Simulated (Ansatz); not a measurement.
**SiS (singlet): from Hartree-Fock to the top rungs at distance Si1–S2 = 1.764 Å, cc-pVDZ**

One table from this session's results is given with a row withheld; the runs are named, their logs left out.

Program: Ansatz 0.2.0, Gaussian basis. Level of theory: cc-pVDZ, core rule «outside noble gas», up to 10 orbitals frozen. These are calculated values, not measurements.

The runs, in order: UHF; CCSD(T) on RHF; BCCD(T) on RHF; CISD; CCSDT(Q) on RHF; CCSDTQ on RHF; CASSCF and MRCISD+Q, 2 electrons in 2 orbitals; CASSCF and NEVPT2, 2 electrons in 2 orbitals; CASSCF and MRCISD+Q, 10 electrons in 8 orbitals; CASSCF and NEVPT2, 10 electrons in 8 orbitals.

19 further runs of the same task are left out: 2 for a known fault of the program, 14 that didn't finish, 3 set aside as unsound or not needed.

### The system

The geometry derives from a PBE0/def2-TZVP stationary point (not a proven minimum). One bond is set to the value named and the two fragments are kept rigid.

2 atoms, charge 0, spin multiplicity 1.

Atoms are counted from 1 here; the program's logs count them from 0.

Bond lengths: Si1–S2 1.764 Å.

The first run:

Input file in.yaml:

```yaml
crystal:
  periodic: [false, false, false]
  atoms:
    - {symbol: Si, position_ang: [0.000000, 0.000000, 0.000000]}
    - {symbol: S, position_ang: [0.000000, 0.000000, 1.764000]}
basis:
  gaussian: {orbitals: cc-pVDZ}
magnetization: {spin_polarized: true, initial_magnetization: 0}
hamiltonian: {xc: hf}
output: {orbitals: {seedname: orbitals}}
```

Run with:

```console
$ ansatz run in.yaml --threads 1 --pin off --events-out ev --progress --plain --max-ram 2393MiB
```

Among the steps run: UHF; CCSD(T) on RHF; BCCD(T) on RHF; CISD; CCSDT(Q) on RHF; CCSDTQ on RHF; CASSCF and MRCISD+Q, 2 electrons in 2 orbitals; CASSCF and NEVPT2, 2 electrons in 2 orbitals; CASSCF and MRCISD+Q, 10 electrons in 8 orbitals; CASSCF and NEVPT2, 10 electrons in 8 orbitals.

One of the session's tables, all rows but one given; the rest of the session is left out.

It belongs to the step «Misses and costs». 

```
          method  from RCCSDTQ (kJ/mol)
             RHF                 +603.0
            RMP2                  +86.8
            CISD                  +72.6
           RCCSD                  +27.2
        RCCSD(T)                   +3.9
         BCCD(T)                   +3.9
          RCCSDT                   +1.9
       RCCSDT(Q)                      ?
         RCCSDTQ                      0
  CASSCF valence                 +436.4
  NEVPT2 valence                 +105.9
  MRCISD valence                  +37.1
MRCISD+Q valence                   +3.2
```

Estimate the missing values for RCCSDT(Q).

As computed: from RCCSDTQ (kJ/mol): -0.1. In the column «from RCCSDTQ (kJ/mol)» it is the lowest.

Left out of the table: CASSCF pair, NEVPT2 pair, MRCISD pair, MRCISD+Q pair (the active space lost an orbital or holds another state than full CI finds).

Limits of these values: Warnings in the runs' records: passed over end.
